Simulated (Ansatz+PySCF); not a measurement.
singlet CH₅N: levels of theory in one basis

```xyz
7

C    -0.0485    0.0438   -0.6948
N    -0.0261    0.0459    0.7161
H     0.0226   -1.0219   -1.1546
H    -0.9165    0.5319   -1.0954
H     0.8374    0.5599   -1.0614
H    -0.8398   -0.4023    1.1596
H     0.8589   -0.4363    1.1266
```

Basis set: def2-SVP (spherical functions). Frozen core: 2 orbitals. Charge 0, multiplicity 1.

Computed with Ansatz (development build ahead of 0.2.0); each method stands on the lowest determinant of its kind that the runs found.

| method | E − E(RHF) (eV) | <S²> of the determinant |
| --- | --- | --- |
| RHF | 0.00 | 0.00 |
| RHF-MP2 | -8.88 | – |
| RHF-CCSD(T) | -9.94 | – |

Q: What does RHF-CCSD give on the same scale?

A: -9.71 eV.

Q: Is a single determinant a sound starting point here?

A: By this sign, yes. Unrestricted orbitals gain 0.00 eV and <S²> is 0.00 against 0.00 for a pure state.
